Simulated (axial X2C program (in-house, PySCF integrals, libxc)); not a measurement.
NaC: from Re and ωe to a spectrum

A bond curve at the PBE0 level, non-relativistic, was computed with an in-house relativistic program for diatomic molecules (basis Na dyall-v3z [9s8p4d2f], C dyall-v3z [7s6p2d1f] (cores contracted in-house)) for the state M_S = 3/2, Λ = 0 (beyond evenly filled blocks: σα, π+α, π-α). Its fit gives Re = 2.2323 Å, ωe = 435.1 cm⁻¹, ωexe = 3.38 cm⁻¹ and αe = 4.839e-03 cm⁻¹; the masses are 22.9898 and 12.0000 u. The Hamiltonian is X2C with the speed of light multiplied by 100, the non-relativistic limit, so these are model numbers and not those of the real molecule.

Problem. Find the reduced mass, Be and the force constant.

Solution. From the PBE0 values: μ = 7.8845 u. Be = 16.8576/(μ Re²) = 0.4291 cm⁻¹. k = 5.8918×10⁻⁷ μ ωe² = 0.879 mdyn/Å.

Problem. Estimate the centrifugal constant by the Kratzer relation.

Solution. D = 4Be³/ωe² = 1.67e-06 cm⁻¹.

Problem. Where do the fundamental and the first overtone lie?

Solution. ν(1←0) = ωe − 2ωexe = 428.3 cm⁻¹; ν(2←0) = 2ωe − 6ωexe = 849.9 cm⁻¹.

Problem. The dipole moment p changes by 2.81 D/Å at Re. What harmonic infrared intensity follows?

Solution. I = 42.256 × (dp/dR)²/μ = 42 km/mol.

Problem. A Morse curve ties αe to the other constants (Pekeris). How well does that hold?

Solution. αe(Morse) = 6Be²/ωe × (√(ωexe/Be) − 1) = 4.587e-03 cm⁻¹; the PBE0 curve gives 4.839e-03 cm⁻¹, a ratio of 0.95.

The state is a single determinant with fixed occupations, the lowest that a limited PBE0 search found.
